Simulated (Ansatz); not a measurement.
Geometry optimisation, Ansatz, RKS PBE-D4/def2-SVP.

The input (input.yaml):

```yaml
crystal:
  periodic: [false, false, false]
  atoms:
    - { symbol: Al, position_ang: [0.363972, 0.035289, -0.009694] }
    - { symbol: "N", position_ang: [0.961293, -0.038433, 1.739626] }
    - { symbol: H, position_ang: [0.494956, -0.131638, 2.648159] }
    - { symbol: H, position_ang: [1.970648, 0.057882, 1.870214] }
    - { symbol: H, position_ang: [1.86648, 0.154426, -0.381183] }
    - { symbol: H, position_ang: [-1.122249, -0.077526, -0.560722] }
basis:
  gaussian: { orbitals: def2-SVP }
hamiltonian:
  xc: pbe
  dispersion: d4
relax:
  f_tol: 0.03
  max_steps: 50
output:
  orbitals: {}
```

Run as:

```bash
$ ansatz run input.yaml --threads 1 --pin off --max-ram 2048MiB --backend cpu --events-out ev --progress --plain --runs-dir out
```

Task: Where does it end, and by what steps?

Result: The forces met the threshold. After 5 steps the energy has fallen by 0.554 eV; H5 moved furthest, 0.59 Å.

```csv
step,energy less start (eV),largest force component (eV/Å),accepted
0,0.0000,1.937,yes
1,-0.3389,0.995,yes
2,-0.4816,0.358,yes
3,-0.5382,0.693,yes
4,-0.5531,0.079,yes
5,-0.5536,0.011,yes
```

```xyz
6
Properties=species:S:1:pos:R:3
Al 0.566 0.031 0.063
N 0.967 -0.035 1.801
H 0.288 -0.136 2.560
H 1.911 0.020 2.190
H 1.778 0.195 -0.964
H -0.975 -0.075 -0.343
```

Whether the end is a true minimum wasn't checked by a vibrational analysis.

The run took 7 s on 1 thread of Arm Neoverse V1 (shared host), peak memory 0.1 GiB.
